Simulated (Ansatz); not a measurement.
Mulliken charges of FH5Si2, SMILES `F[SiH2][SiH3]` from PBE/def2-TZVPP in Ansatz (PBE0-D4/def2-TZVP geometry).

```tsv
atom	x (Å)	y (Å)	z (Å)	charge (e)
F1	-2.015	0.986	-0.227	-0.286
Si2	-0.575	0.581	-0.814	0.453
Si3	0.634	-0.611	0.800	0.081
H4	-0.799	-0.238	-2.034	-0.070
H5	0.126	1.835	-1.196	-0.070
H6	0.849	0.218	2.015	-0.035
H7	1.956	-0.971	0.219	-0.039
H8	-0.083	-1.857	1.180	-0.035
```

Question: By hand: the dipole of these point charges (1 e Å = 4.8032 D).

Answer: Σ q r = (0.311, -0.085, -0.133) e Å, of length 0.349 e Å = 1.68 D.

Question: How does the dipole of the full density compare? (An estimate is asked.)

Answer: Ansatz gave: (0.219, -0.077, -0.053) e Å, 1.14 D; the point charges give 1.47 times that, at 10° from its direction.

Point charges leave out the atoms' own dipoles, such as those of lone pairs, and Mulliken's split depends on the basis, so the two needn't agree.
